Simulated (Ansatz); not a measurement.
**BSiH₂ (quartet): wave-function methods side by side at distance Si1–B2 = 6.507 Å, 6-31G**

Aim: climb from Hartree-Fock through coupled cluster and multireference methods for BSiH₂ (quartet) at one geometry and basis, and see what each rung misses.

Method: 6-31G, core rule «outside noble gas», up to 6 orbitals frozen; program: Ansatz 0.2.0, Gaussian basis.

The runs, in order: UHF; CCSD(T) on ROHF; CCSD(T) on UHF; BCCD(T) on ROHF; CISD as a restricted active space (open shells left free, so some higher excitations enter); CCSDT(Q) on ROHF; CCSDT(Q) on UHF; CCSDTQ on ROHF; CCSDTQ on UHF; CASSCF and MRCISD+Q, 5 electrons in 5 orbitals; CASSCF and NEVPT2, 5 electrons in 5 orbitals; CASSCF and MRCISD+Q, 9 electrons in 10 orbitals; CASSCF and NEVPT2, 9 electrons in 10 orbitals; Full CI.

### 1 What is computed

The geometry derives from a PBE0/def2-TZVP stationary point (not a proven minimum). One bond is set to the value named and the two fragments are kept rigid.

4 atoms, charge 0, spin multiplicity 4.

Atoms are counted from 1 here; the program's logs count them from 0.

Bond lengths: Si1–H3 1.488 Å, Si1–H4 1.488 Å. Angles: H3–Si1–H4 109.2°.

Geometry (Å):

```xyz
4
charge 0, multiplicity 4
Si    0.00000    0.00000    1.19546
B     0.00000    0.00000   -5.31154
H     0.00000    1.21269    2.05804
H     0.00000   -1.21269    2.05804
```

### 2 UHF

Input file in.yaml:

```yaml
crystal:
  periodic: [false, false, false]
  atoms:
    - {symbol: Si, position_ang: [0.000000, 0.000000, 1.195460]}
    - {symbol: B, position_ang: [0.000000, 0.000000, -5.311539]}
    - {symbol: H, position_ang: [0.000000, 1.212692, 2.058039]}
    - {symbol: H, position_ang: [0.000000, -1.212692, 2.058039]}
basis:
  gaussian: {orbitals: 6-31G}
magnetization: {spin_polarized: true, initial_magnetization: 3}
hamiltonian: {xc: hf}
output: {orbitals: {seedname: orbitals}}
```

Run with:

```sh
ansatz run in.yaml --threads 1 --pin off --events-out ev --progress --plain --max-ram 4096MiB --backend cpu
```

Further steps of the session: CCSD(T) on ROHF; CCSD(T) on UHF; BCCD(T) on ROHF; CISD as a restricted active space (open shells left free, so some higher excitations enter); CCSDT(Q) on ROHF; CCSDT(Q) on UHF; CCSDTQ on ROHF; CCSDTQ on UHF; CASSCF and MRCISD+Q, 5 electrons in 5 orbitals; CASSCF and NEVPT2, 5 electrons in 5 orbitals; CASSCF and MRCISD+Q, 9 electrons in 10 orbitals; CASSCF and NEVPT2, 9 electrons in 10 orbitals; Full CI.

Q: Predict the results of all the runs planned. Wanted: FCI from the RHF energy; RMP2 from FCI; UMP2 from FCI; RCCSD from FCI; RCCSD(T) from FCI; UCCSD(T) from FCI; RCCSDT(Q) from FCI; UCCSDT(Q) from FCI; NEVPT2 pair from FCI.

**Answer**, as computed:

| quantity | value |
| --- | --- |
| FCI from the ROHF energy | -2.5752 eV |
| RMP2 from FCI | +22.69 kcal/mol |
| UMP2 from FCI | +22.43 kcal/mol |
| RCCSD from FCI | +0.79 kcal/mol |
| RCCSD(T) from FCI | +0.27 kcal/mol |
| UCCSD(T) from FCI | +0.27 kcal/mol |
| RCCSDT(Q) from FCI | 0.00 kcal/mol |
| UCCSDT(Q) from FCI | 0.00 kcal/mol |
| NEVPT2 pair from FCI | +19.10 kcal/mol |
| NEVPT2 valence from FCI | +5.55 kcal/mol |
| MRCISD+Q valence from FCI | +0.06 kcal/mol |
| levels within 1 kcal/mol (43 meV) | RCCSD, UCCSD, RCCSD(T), UCCSD(T), BCCD(T), RCCSDT, UCCSDT, RCCSDT(Q), UCCSDT(Q), RCCSDTQ, UCCSDTQ, MRCISD valence, MRCISD+Q valence |
| T1 diagnostic | 0.013 |
| effectively unpaired electrons | 3.09 |

**Reading.** RCCSD(T) lands +0.27 kcal/mol from the yardstick (0.5 % of the correlation energy). One determinant dominates. Of the multireference levels listed MRCISD+Q valence comes nearest in total energy (+0.06 kcal/mol), which doesn't show that its space is the better one. These misses are within one basis, not against nature; the frozen cores of restricted and unrestricted runs differ, which can shift their rows.

Levels on UHF freeze UHF's core orbitals, full CI those of ROHF, so the U rows can settle a little off it for that reason alone.

With open shells the CI space here admits some higher excitations, so it is larger than plain CISD.
